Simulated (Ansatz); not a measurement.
# AlNH+ (triplet): from Hartree-Fock to the top rungs, cc-pVTZ

How much of the correlation energy of AlNH+ (triplet) does each wave-function method recover here?

The runs use Ansatz 0.2.0, Gaussian basis; cc-pVTZ, correlated electrons: outside noble gas.

The runs, in order: UHF; CCSD(T) on ROHF; CCSD(T) on UHF; BCCD(T) on ROHF; CCSDT(Q) on ROHF; CCSDT(Q) on UHF.

### Step 1. What is computed

The geometry is a PBE0/def2-TZVP stationary point (not a proven minimum) of the parent state, kept for this charge and spin.

3 atoms, charge 1, spin multiplicity 3.

Atoms are counted from 1 here; the program's logs count them from 0.

Bond lengths: Al1–N2 1.909 Å, N2–H3 1.029 Å. Angles: Al1–N2–H3 108.4°.

In the tables R marks a restricted open-shell determinant and U an unrestricted one; correlation energies count from the lowest restricted Hartree-Fock solution.

### Step 2. UHF

in.yaml reads:

```yaml
crystal:
  periodic: [false, false, false]
  atoms:
    - {symbol: Al, position_ang: [0.000000, -0.031887, 0.689947]}
    - {symbol: N, position_ang: [0.000000, 0.120874, -1.212902]}
    - {symbol: H, position_ang: [0.000000, -0.826124, -1.614269]}
basis:
  gaussian: {orbitals: cc-pVTZ}
total_charge: 1
magnetization: {spin_polarized: true, initial_magnetization: 2}
hamiltonian: {xc: hf}
output: {orbitals: {seedname: orbitals}}
```

Launch:

```sh
$ ansatz run in.yaml --threads 1 --pin off --events-out ev --progress --plain --max-ram 2560MiB --backend cpu
```

After this run come: CCSD(T) on ROHF; CCSD(T) on UHF; BCCD(T) on ROHF; CCSDT(Q) on ROHF; CCSDT(Q) on UHF.

Q: Predict the results of all the runs planned. Wanted: correlation energy, UCCSDT(Q); RMP2 from UCCSDT(Q); UMP2 from UCCSDT(Q); RCCSD from UCCSDT(Q); RCCSD(T) from UCCSDT(Q); UCCSD(T) from UCCSDT(Q); RCCSDT(Q) from UCCSDT(Q); T1 diagnostic.

The runs gave:

```
                                      quantity                      value
                 correlation energy, UCCSDT(Q)                 -6.5992 eV
                           RMP2 from UCCSDT(Q)            +27.06 kcal/mol
                           UMP2 from UCCSDT(Q)            +24.21 kcal/mol
                          RCCSD from UCCSDT(Q)             +6.43 kcal/mol
                       RCCSD(T) from UCCSDT(Q)             +1.25 kcal/mol
                       UCCSD(T) from UCCSDT(Q)             +1.08 kcal/mol
                      RCCSDT(Q) from UCCSDT(Q)             +0.08 kcal/mol
levels of the table within 1 kcal/mol (43 meV)  RCCSDT, UCCSDT, RCCSDT(Q)
                                 T1 diagnostic                      0.090
```

**Reading.** RCCSD(T) misses by +1.25 kcal/mol, 0.8 % of the correlation energy. Coupled cluster took another determinant than the lowest Hartree-Fock one. These misses are within one basis, not against nature; the frozen cores of restricted and unrestricted runs differ, which can shift their rows.
